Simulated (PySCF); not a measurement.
## Vibration and rotation of NaP⁺

UHF-CCSD(T) constants of NaP⁺, ⁴Σ⁻ (quartet), unpaired electrons σ ↑, π ↑↑ (Na pcseg-2, P pcseg-2; no relativity (PySCF 2.14); masses 22.9898 and 30.9738 u):

* ωe: 143.0 cm⁻¹
* ωexe: 2.67 cm⁻¹
* Be: 0.14148 cm⁻¹
* αe: 0.00264 cm⁻¹
* D (centrifugal): 5.54e-07 cm⁻¹
* De to Na⁺ + P: 0.224 eV

Q: Give the vibrational terms G(v) and spacings up to v = 6.

A: G(v) = ωe(v+½) − ωexe(v+½)².

| v | G(v) (cm⁻¹) | G(v) − G(v−1) | Bv (cm⁻¹) |
| --- | --- | --- | --- |
| 0 | 71 |  | 0.1402 |
| 1 | 208 | 138 | 0.1375 |
| 2 | 341 | 132 | 0.1349 |
| 3 | 468 | 127 | 0.1322 |
| 4 | 589 | 122 | 0.1296 |
| 5 | 706 | 116 | 0.1270 |
| 6 | 817 | 111 | 0.1243 |

Q: How well does the Morse estimate ωe²/(4ωexe) reproduce De, and what is D0?

A: It gives 0.237 eV, 106 % of the computed De. D0 = De − G(0) = 0.224 − 0.009 = 0.215 eV.

Correlated steps freeze 6 core orbitals. The bond is weak. Basis-set superposition, not corrected here, can be much of De in a small basis, most of all at correlated wavefunction levels. For an ion De counts to the pair picked by the measured ionisation energies or electron affinities, which need not be the lowest pair at this level. The state is the lowest determinant that a PBE0 search found; another state may lie lower at other levels.
